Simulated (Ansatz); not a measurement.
Compare A (`C=NC(=C)F`) with its isomer B (`FC1C=NC1`).

Isolated molecules relaxed with PBE0-D4/def2-TZVP in Ansatz; ΔE leaves out vibrations. CBS: MP2 limit from def2 TZ/QZ plus the TZ coupled-cluster correction, frozen cores. Functionals use def2-TZVPP. B3LYP here is the variant with VWN-RPA as its local correlation; programs differ in this. One conformer a species, not always the lowest.

Problem. Which isomer does CCSD(T)/CBS put lower? Give the gap. (Estimate.)

Solution. Computed: A, by 45.5 kJ/mol.

Problem. Give E(B) − E(A) in kJ/mol with B3LYP-D4, B2PLYP, CCSD(T)/def2-TZVPP, PBE0-D4, CCSD(T)/def2-SVP, BLYP-D4, r2SCAN-D4. (Estimate.)

Solution. Ansatz gave: B3LYP-D4 66.5, B2PLYP 57.9, CCSD(T)/def2-TZVPP 45.4, PBE0-D4 43.5, CCSD(T)/def2-SVP 53.1, BLYP-D4 75.9, r2SCAN-D4 61.1. None reverses the order clearly.

Problem. Does the order hold for the free energy at 298.15 K (harmonic terms from PBE0-D4)? (Estimate.)

Solution. Computed: Yes: G(B) − G(A) = +52.1 kJ/mol, for one conformer each.

Largest T1 diagnostic: 0.013.

Leaving LDA and LC-ωPBE aside and taking each functional with its dispersion term where it has one, the values, not all of them listed here, spread over 41.4 kJ/mol, from ωB97X-V to BLYP-D4. LDA lies −5.4 kJ/mol from PBE without D4. From PBE to PBE0 (25 % exact exchange), in def2-TZVPP and without D4, E(B) − E(A) moves by −10.2 kJ/mol.
